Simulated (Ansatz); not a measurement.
Mulliken charges of H3SSi, SMILES `[SiH3][S]` radical from r2SCAN/def2-TZVPP in Ansatz (PBE0-D4/def2-TZVP geometry).

```tsv
atom	x (Å)	y (Å)	z (Å)	charge (e)
Si1	-0.121	-0.027	-0.030	0.380
S2	1.958	-0.300	0.285	-0.211
H3	-0.938	-0.680	1.024	-0.061
H4	-0.554	-0.517	-1.363	-0.061
H5	-0.295	1.450	0.042	-0.046
```

By hand: the dipole of these point charges (1 e Å = 4.8032 D).

Σ q r = (-0.355, 0.059, -0.053) e Å, of length 0.364 e Å = 1.75 D.

How does the dipole of the full density compare? (Estimate.)

The calculation gave: (-0.216, 0.025, -0.033) e Å, 1.06 D; the point charges give 1.65 times that, at 3° from its direction.

Point charges leave out the atoms' own dipoles, such as those of lone pairs, and Mulliken's split depends on the basis, so the two needn't agree.
